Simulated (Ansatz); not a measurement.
**LiSi+ (singlet): wave-function methods side by side, aug-cc-pVDZ**

An exercise on one series of results from a longer session: the logs are not shown, and one member is left open.

Method: aug-cc-pVDZ, core rule «outside noble gas», up to 6 orbitals frozen; program: Ansatz 0.2.0, Gaussian basis.

Plan: UHF; CCSD(T) on RHF; CCSD(T) on UHF; BCCD(T) on RHF; CISD; CCSDT(Q) on RHF; CCSDT(Q) on UHF; Full CI.

28 further runs of the same task are left out: 14 for a known fault of the program, 5 that didn't finish, 9 set aside as unsound or not needed. Runs told in other sessions of the task aren't counted.

### What is computed

The geometry is a PBE0/def2-TZVP stationary point (not a proven minimum) of the parent state, kept for this charge and spin.

2 atoms, charge 1, spin multiplicity 1.

Atoms are counted from 1 here; the program's logs count them from 0.

Bond lengths: Si1–Li2 2.442 Å.

The first run:

Contents of in.yaml:

```yaml
crystal:
  periodic: [false, false, false]
  atoms:
    - {symbol: Si, position_ang: [0.000000, 0.000000, 0.000000]}
    - {symbol: Li, position_ang: [0.000000, 0.000000, 2.441500]}
basis:
  gaussian: {orbitals: aug-cc-pVDZ}
total_charge: 1
magnetization: {spin_polarized: true, initial_magnetization: 0}
hamiltonian: {xc: hf}
output: {orbitals: {seedname: orbitals}}
```

Launch:

```bash
> ansatz run in.yaml --threads 1 --pin off --events-out ev --progress --plain --max-ram 2393MiB
```

Among the steps run: UHF; CCSD(T) on RHF; CCSD(T) on UHF; BCCD(T) on RHF; CISD; CCSDT(Q) on RHF; CCSDT(Q) on UHF; Full CI.

One table of the session follows, with a row left open; its other results are not shown here.

It belongs to the step «Misses and costs». 

| method | from FCI (meV) |
| --- | --- |
| RHF | ? |
| RMP2 | +790.2 |
| CISD | +164.3 |
| RCCSD | +72.3 |
| RCCSD(T) | +24.3 |
| BCCD(T) | +24.5 |
| RCCSDT | +11.1 |
| RCCSDT(Q) | +4.2 |
| FCI | 0 |

**Question.** Estimate the row for RHF.

The run gave: from FCI (meV): +2339.5. In the column «from FCI (meV)» it is the highest.

Left out of the table: UHF, UMP2, UCCSD, UCCSD(T), UCCSDT, UCCSDT(Q) (another determinant or state than the rows shown). UCCSDT(Q) lies 0.37 eV below the table's zero, so the state tabled may not be the lowest.
